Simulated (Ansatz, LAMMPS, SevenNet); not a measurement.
**How well does each level of theory give the lattice constant a of hcp Cd?**

Reference value: 2.979 Å (measured, 293 K, not corrected to a static lattice; as tabulated in Wikipedia's data pages).

```csv
level (code),value (Å),difference (%)
Lennard-Jones uff-vdw (LAMMPS),2.767,-7.12
SevenNet-0 (SevenNet),3.037,+1.95
LDA (Ansatz),2.903,-2.55
PBE (Ansatz),3.019,+1.34
PBE-D3(BJ) (Ansatz),2.995,+0.54
rVV10 (Ansatz),3.054,+2.52
r²SCAN (Ansatz),2.967,-0.40
r²SCAN+rVV10 (Ansatz),2.958,-0.70
PBE0 (Ansatz),2.972,-0.23
```

Leaving aside Lennard-Jones uff-vdw, which can be fitted to such values or carry a doubt: The reference is not for a static lattice or low temperature, so close values are not ranked against it. Off by more than 1.25 % (a bound picked here): SevenNet-0 (+1.95 %), LDA (-2.55 %), PBE (+1.34 %), rVV10 (+2.52 %).

The measured value isn't corrected to a static lattice, so vibrations enter the comparison. A static lattice is as a rule a little smaller than the measured one.  Lennard-Jones uff-vdw: the cell moved over 20 % in volume from its start. Lennard-Jones uff-vdw: this is a force field's van der Waals term alone, without bonds or charges. Cutoffs and k meshes differ between the levels. Ansatz's density-functional and Hartree–Fock values are scalar-relativistic unless marked +SOC, with PAW data made under PBE.

Machine-learned potentials (SevenNet-0) are trained on DFT data, which may include these solids.

Differences are worked out from the printed values.

Ansatz is an electronic-structure program.
